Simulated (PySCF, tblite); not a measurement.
# C6H10: a rotation path, then NMR shifts on frames, part 2 of 2

tblite 0.8.0 and PySCF 2.14.0. Atoms count from 0. Earlier steps stand in the parts before.

### 5 Shielding tensors: image 4, PBE0/pcSseg-1

Job settings and geometry (Å):

```
{"job": {"kind": "nmr", "xc": "PBE0", "basis": "pcSseg-1", "pop": false}, "charge": 0, "multiplicity": 1}
C      1.417700     2.221600     1.011000
C      0.963600     1.316800     0.373200
C      0.408300     0.191300    -0.357900
C      1.511400    -0.835900    -0.624700
C     -0.770400    -0.432200     0.425700
C     -2.080300    -0.359100    -0.348700
H      1.814500     3.019800     1.564100
H      0.039700     0.564500    -1.321000
H      2.342900    -0.375700    -1.154800
H      1.122300    -1.655200    -1.225800
H      1.882000    -1.233000     0.318000
H     -0.542200    -1.475900     0.650500
H     -0.888000     0.083800     1.380700
H     -2.318300     0.673100    -0.597500
H     -2.013100    -0.931700    -1.271800
H     -2.897800    -0.763200     0.244600
```

With the program's defaults for keys left out, this is: GIAO PBE0/pcSseg-1 NMR shielding, non-relativistic, gas phase.

What it wrote:

```text
coarse grid: 12720 points
cycle   1  E = -234.1724896250  dE =  5.472e-01  |g| = 4.366e-01  |ddm| = 3.490e+00
cycle   2  E = -234.1785508105  dE = -6.061e-03  |g| = 4.171e-01  |ddm| = 9.105e-01
cycle   3  E = -234.2239394321  dE = -4.539e-02  |g| = 3.213e-02  |ddm| = 3.923e-01
cycle   4  E = -234.2240988580  dE = -1.594e-04  |g| = 1.875e-02  |ddm| = 4.185e-02
cycle   5  E = -234.2241722940  dE = -7.344e-05  |g| = 8.423e-03  |ddm| = 2.062e-02
cycle   6  E = -234.2241885617  dE = -1.627e-05  |g| = 2.512e-03  |ddm| = 7.111e-03
cycle   7  E = -234.2241900917  dE = -1.530e-06  |g| = 2.464e-04  |ddm| = 2.221e-03
final grid: 120968 points
cycle   8  E = -234.2627888181  dE = -3.710e-05  |g| = 7.465e-03  |ddm| = 3.852e-02
cycle   9  E = -234.2627843948  dE =  4.423e-06  |g| = 8.561e-03  |ddm| = 1.416e-02
cycle  10  E = -234.2628027131  dE = -1.832e-05  |g| = 1.837e-03  |ddm| = 7.820e-03
cycle  11  E = -234.2628035320  dE = -8.188e-07  |g| = 3.177e-04  |ddm| = 1.413e-03
cycle  12  E = -234.2628035544  dE = -2.249e-08  |g| = 9.519e-05  |ddm| = 3.499e-04
cycle  13  E = -234.2628035567  dE = -2.298e-09  |g| = 1.373e-05  |ddm| = 1.144e-04
cycle  14  E = -234.2628035568  dE = -3.871e-11  |g| = 4.156e-06  |ddm| = 1.300e-05
converged SCF energy = -234.2628035568

GIAO shielding tensors (ppm)
atom      isotropic    diamagn.    paramagn.     s11        s22        s33       span
  0 C      112.531     257.773    -145.242     42.549     51.321    243.724    201.174
  1 C       91.045     263.718    -172.673    -21.466     -5.389    299.990    321.456
  2 C      157.655     242.438     -84.782    143.314    156.909    172.742     29.428
  3 C      161.201     245.872     -84.671    140.630    159.654    183.320     42.690
  4 C      150.125     246.529     -96.404    130.013    141.926    178.437     48.424
  5 C      169.442     246.422     -76.979    151.667    170.664    185.996     34.329
  6 H       30.164      34.394      -4.230     25.076     25.233     40.183     15.107
  7 H       29.795      30.403      -0.608     26.890     28.529     33.967      7.078
  8 H       30.373      28.510       1.863     25.949     28.095     37.075     11.126
  9 H       30.558      29.784       0.774     26.190     28.716     36.768     10.578
 10 H       30.482      29.631       0.851     27.385     28.710     35.352      7.967
 11 H       30.352      31.776      -1.424     25.944     30.863     34.250      8.306
 12 H       29.698      31.097      -1.399     25.097     30.383     33.614      8.517
 13 H       30.578      29.599       0.980     26.339     29.307     36.090      9.751
 14 H       30.720      29.615       1.105     26.496     29.241     36.424      9.929
 15 H       30.623      28.231       2.392     25.900     27.604     38.364     12.465
```

Wall time 15 s (1 thread of Intel Xeon Platinum 8488C, shared host); peak memory 0.75 GiB.

This run: δ C1 95.9, C0 74.4, C4 36.8, C2 29.3, H12 2.02, H7 1.92 ppm.

### 6 Shielding tensors: image 6, PBE0/pcSseg-1

Job settings and geometry (Å):

```
{"job": {"kind": "nmr", "xc": "PBE0", "basis": "pcSseg-1", "pop": false}, "charge": 0, "multiplicity": 1}
C      1.637700     2.133000     1.153600
C      1.071500     1.320200     0.482600
C      0.372800     0.322600    -0.309100
C      1.354400    -0.776900    -0.720700
C     -0.821800    -0.246100     0.482900
C     -2.000900    -0.590200    -0.418700
H      2.134400     2.847400     1.739500
H     -0.006700     0.817000    -1.212300
H      2.198000    -0.352000    -1.261100
H      0.861800    -1.507900    -1.357900
H      1.735400    -1.281200     0.165300
H     -0.499800    -1.139000     1.023000
H     -1.143700     0.484700     1.227900
H     -2.328500     0.290300    -0.968500
H     -1.732700    -1.363900    -1.134700
H     -2.839500    -0.949200     0.173900
```

Level: GIAO PBE0/pcSseg-1 NMR shielding, non-relativistic, gas phase.

What it wrote:

```text
coarse grid: 12720 points
cycle   1  E = -234.1747508686  dE =  5.484e-01  |g| = 4.370e-01  |ddm| = 3.503e+00
cycle   2  E = -234.1807449762  dE = -5.994e-03  |g| = 4.179e-01  |ddm| = 9.176e-01
cycle   3  E = -234.2262181115  dE = -4.547e-02  |g| = 3.396e-02  |ddm| = 3.923e-01
cycle   4  E = -234.2264039302  dE = -1.858e-04  |g| = 1.908e-02  |ddm| = 4.788e-02
cycle   5  E = -234.2264810571  dE = -7.713e-05  |g| = 8.461e-03  |ddm| = 2.163e-02
cycle   6  E = -234.2264974317  dE = -1.637e-05  |g| = 2.556e-03  |ddm| = 7.196e-03
cycle   7  E = -234.2264990099  dE = -1.578e-06  |g| = 2.547e-04  |ddm| = 2.251e-03
final grid: 120968 points
cycle   8  E = -234.2650558505  dE = -3.599e-05  |g| = 7.624e-03  |ddm| = 4.014e-02
cycle   9  E = -234.2650514087  dE =  4.442e-06  |g| = 8.716e-03  |ddm| = 1.429e-02
cycle  10  E = -234.2650704202  dE = -1.901e-05  |g| = 1.796e-03  |ddm| = 8.070e-03
cycle  11  E = -234.2650711998  dE = -7.796e-07  |g| = 3.540e-04  |ddm| = 1.431e-03
cycle  12  E = -234.2650712280  dE = -2.826e-08  |g| = 9.540e-05  |ddm| = 3.964e-04
cycle  13  E = -234.2650712303  dE = -2.301e-09  |g| = 1.445e-05  |ddm| = 1.132e-04
cycle  14  E = -234.2650712304  dE = -4.479e-11  |g| = 4.023e-06  |ddm| = 1.570e-05
converged SCF energy = -234.2650712304

GIAO shielding tensors (ppm)
atom      isotropic    diamagn.    paramagn.     s11        s22        s33       span
  0 C      112.067     258.007    -145.940     42.211     50.635    243.356    201.145
  1 C       91.535     262.814    -171.279    -21.496     -4.102    300.201    321.697
  2 C      157.414     242.669     -85.255    143.445    156.812    171.986     28.541
  3 C      163.488     246.075     -82.587    145.300    160.016    185.147     39.847
  4 C      150.727     246.699     -95.972    135.779    141.723    174.678     38.899
  5 C      170.476     246.307     -75.832    152.527    172.307    186.593     34.066
  6 H       30.158      34.472      -4.314     25.101     25.179     40.193     15.092
  7 H       29.726      30.294      -0.568     26.030     29.108     34.039      8.009
  8 H       30.295      28.593       1.702     25.983     27.984     36.917     10.934
  9 H       30.418      29.922       0.495     25.680     29.123     36.449     10.769
 10 H       30.699      29.663       1.036     27.528     28.745     35.824      8.296
 11 H       30.379      31.435      -1.056     26.795     30.185     34.157      7.362
 12 H       29.731      31.015      -1.284     24.339     30.581     34.273      9.934
 13 H       30.832      29.478       1.354     26.560     29.114     36.822     10.262
 14 H       30.642      29.694       0.948     26.097     29.710     36.119     10.022
 15 H       30.556      28.103       2.453     25.893     27.612     38.163     12.269
```

Wall time 15 s (1 thread of Intel Xeon Platinum 8488C, shared host); peak memory 0.75 GiB.

This run: δ C1 95.4, C0 74.9, C4 36.2, C2 29.5, H7 1.99, H12 1.99 ppm.

### 7 NMR shieldings: image 8, PBE0/pcSseg-1

Job settings and geometry (Å):

```
{"job": {"kind": "nmr", "xc": "PBE0", "basis": "pcSseg-1", "pop": false}, "charge": 0, "multiplicity": 1}
C      1.795100     1.995400     1.277000
C      1.130800     1.303000     0.562200
C      0.336800     0.441500    -0.298100
C      1.214400    -0.699700    -0.819500
C     -0.887600    -0.066600     0.480000
C     -1.891200    -0.798000    -0.403500
H      2.374700     2.610300     1.898500
H     -0.011000     1.042100    -1.148900
H      2.110600    -0.299000    -1.288400
H      0.677600    -1.292700    -1.555400
H      1.517400    -1.346600     0.001400
H     -0.550400    -0.728800     1.281000
H     -1.380400     0.790600     0.946000
H     -2.208300    -0.163400    -1.229000
H     -1.464800    -1.710400    -0.813000
H     -2.771400    -1.068800     0.175600
```

With the program's defaults for keys left out, this is: GIAO PBE0/pcSseg-1 NMR shielding, non-relativistic, gas phase.

What it wrote:

```text
coarse grid: 12720 points
cycle   1  E = -234.1771673850  dE =  5.486e-01  |g| = 4.372e-01  |ddm| = 3.532e+00
cycle   2  E = -234.1829058040  dE = -5.738e-03  |g| = 4.193e-01  |ddm| = 9.368e-01
cycle   3  E = -234.2285674866  dE = -4.566e-02  |g| = 3.622e-02  |ddm| = 3.926e-01
cycle   4  E = -234.2287794632  dE = -2.120e-04  |g| = 2.023e-02  |ddm| = 5.085e-02
cycle   5  E = -234.2288630083  dE = -8.355e-05  |g| = 9.600e-03  |ddm| = 2.306e-02
cycle   6  E = -234.2288846117  dE = -2.160e-05  |g| = 2.436e-03  |ddm| = 7.914e-03
cycle   7  E = -234.2288860432  dE = -1.431e-06  |g| = 2.748e-04  |ddm| = 2.247e-03
final grid: 120968 points
cycle   8  E = -234.2673955317  dE = -3.798e-05  |g| = 7.861e-03  |ddm| = 4.288e-02
cycle   9  E = -234.2673904149  dE =  5.117e-06  |g| = 9.070e-03  |ddm| = 1.466e-02
cycle  10  E = -234.2674109268  dE = -2.051e-05  |g| = 1.938e-03  |ddm| = 8.190e-03
cycle  11  E = -234.2674118328  dE = -9.060e-07  |g| = 3.824e-04  |ddm| = 1.551e-03
cycle  12  E = -234.2674118658  dE = -3.307e-08  |g| = 9.734e-05  |ddm| = 4.121e-04
cycle  13  E = -234.2674118682  dE = -2.384e-09  |g| = 1.640e-05  |ddm| = 1.181e-04
cycle  14  E = -234.2674118683  dE = -6.054e-11  |g| = 3.823e-06  |ddm| = 1.895e-05
converged SCF energy = -234.2674118683

GIAO shielding tensors (ppm)
atom      isotropic    diamagn.    paramagn.     s11        s22        s33       span
  0 C      112.420     258.541    -146.121     42.505     48.235    246.520    204.015
  1 C       91.969     261.311    -169.343    -18.617     -5.032    299.554    318.171
  2 C      157.708     243.957     -86.250    147.845    155.031    170.247     22.402
  3 C      165.713     246.699     -80.987    151.243    160.029    185.866     34.623
  4 C      152.142     246.923     -94.781    140.198    146.011    170.218     30.020
  5 C      172.415     246.291     -73.876    158.749    171.190    187.307     28.559
  6 H       30.232      34.606      -4.374     25.119     25.133     40.443     15.324
  7 H       29.577      29.822      -0.245     25.770     28.571     34.388      8.618
  8 H       30.262      28.886       1.376     25.994     28.143     36.650     10.655
  9 H       30.358      30.295       0.063     25.202     29.520     36.350     11.148
 10 H       30.888      29.897       0.991     27.781     28.655     36.228      8.448
 11 H       30.402      31.177      -0.775     26.591     30.046     34.569      7.978
 12 H       29.789      30.738      -0.950     24.417     30.067     34.883     10.466
 13 H       31.040      29.359       1.682     26.795     28.954     37.371     10.576
 14 H       30.615      29.928       0.687     25.740     30.218     35.888     10.147
 15 H       30.519      27.994       2.525     25.873     27.688     37.996     12.122
```

Wall time 16 s (1 thread of Intel Xeon Platinum 8488C, shared host); peak memory 0.75 GiB.

In short: δ C1 95.0, C0 74.5, C4 34.8, C2 29.2, H7 2.14, H12 1.93 ppm.

### 8 Side by side: NMR shifts

Shifts (ppm) of some atoms, chosen among heavy atoms and hydrogens apart, with basis size and wall time:

| frame | C1 | C0 | C4 | C3 | C5 | H13 | H12 | functions | time |
| --- | --- | --- | --- | --- | --- | --- | --- | --- | --- |
| image 0 | 93.9 | 75.8 | 35.0 | 25.0 | 15.6 | 1.69 | 1.33 | 152 | 20 s |
| image 2 | 95.3 | 73.8 | 36.5 | 26.1 | 16.9 | 1.38 | 1.76 | 152 | 14 s |
| image 4 | 95.9 | 74.4 | 36.8 | 25.7 | 17.5 | 1.14 | 2.02 | 152 | 15 s |
| image 6 | 95.4 | 74.9 | 36.2 | 23.4 | 16.4 | 0.88 | 1.99 | 152 | 15 s |
| image 8 | 95.0 | 74.5 | 34.8 | 21.2 | 14.5 | 0.68 | 1.93 | 152 | 16 s |

### 9 What came out

The summary covers parts 1 to 2.

```
                                       quantity                                                           value
                                        barrier                              0.102 eV (2.3 kcal/mol) at image 4
                          end to end (GFN2-xTB)                                                        0.026 eV
13C shifts against TMS (PBE0/pcSseg-1, image 0)                          93.9, 75.8, 35.0, 30.8, 25.0, 15.6 ppm
 1H shifts against TMS (PBE0/pcSseg-1, image 0)  2.16, 1.69, 1.55, 1.50, 1.41, 1.33, 1.21, 1.15, 1.07, 0.81 ppm
          surface potential, 1st and 99th percentile                                              -0.89 V and 1.24 V
                       range of the shift of C3                                                21.2 to 26.1 ppm
```

In words: Along the band the dihedral turns by 106°, and the top (dihedral -120°) lies 2.3 kcal/mol above the start (GFN2-xTB, rough), so at room temperature this motion is fast. Ends this close can change order at a higher level. The top was not checked by a frequency run. Shifts at one fixed geometry are not the observed spectrum, which averages over the motion. In the first frame run (image 0): The widest tensor belongs to C1: span 307 ppm, with a paramagnetic part of -173 ppm. Across the 5 runs the shift of C3 moves most, between 21.2 (image 8) and 26.1 ppm (image 2).
